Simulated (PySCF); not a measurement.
Simulated Si 2p region for `[BH3-]N[SiH3]`, binding energy against the vacuum level.

Every computed line was given a Gaussian of 0.6 eV full width at half maximum and an area set by the number of equivalent atoms (split 2:1 within a doublet); the highest printed point is 100. The calculation used PySCF, delta-SCF UKS SCAN, pcX-2 on the ionised atom, pcseg-1 elsewhere, spin-free X2C.

binding energy (eV), intensity and a bar:
```
    101.2          0 
    101.3          1 
    101.4          3 #
    101.5          7 ##
    101.6         16 #####
    101.7         31 #########
    101.8         52 ###############
    101.9         75 ######################
    102.0         93 ############################
    102.1        100 ##############################
    102.2         95 ############################
    102.3         82 #########################
    102.4         69 #####################
    102.5         61 ##################
    102.6         57 #################
    102.7         54 ################
    102.8         48 ##############
    102.9         38 ###########
    103.0         26 ########
    103.1         15 #####
    103.2          8 ##
    103.3          3 #
    103.4          1 
    103.5          0 
    103.6          0
```

Q: How many maxima does the curve show, and how many computed lines lie under it?

A: The curve has 1 maximum (at 102.1 eV). Under it lie 2 lines from 1 inequivalent silicon site, drawn as a 2p3/2, 2p1/2 pair. At this width some lines have no maximum of their own.

Q: Decompose the envelope and assign each component. Numbering: `[BH3-:1][NH:2][SiH3:3]`.

A: 
```tsv
position (eV)	relative area	line	atoms	environment
102.09	0.67	Si 2p3/2	Si3	SiH3 silicon
102.71	0.33	Si 2p1/2	Si3	SiH3 silicon
```

Q: What are the centre and the root-mean-square width of the whole band?

A: The area-weighted mean of the lines is 102.30 eV. Their own spread about it is 0.29 eV (rms) and each Gaussian has σ = 0.6/2.355 = 0.25 eV; the variances add, which gives 0.39 eV.

No satellites, vibrations or lifetime broadening are included. Spin–orbit coupling isn't in the SCF: each 2p doublet comes from a relaxed spin-free hole plus a matrix of the shell (mean-field spin–orbit coupling and the ground-state 2p splitting), with 2p3/2 averaged over its two sublevels. 2p1/2 minus 2p3/2 (ligand field included): Si 0.62 eV. The species carries charge -1, so core ionisation leaves a neutral species. The basis sets have no added diffuse functions. Isolated species at its PBE0-D3(BJ)/def2-SVP geometry, gas phase. The geometry's basis has no diffuse functions, a weakness for an anion.

Hardware: one thread, x86-64 server, shared host. Cost: 10 s.
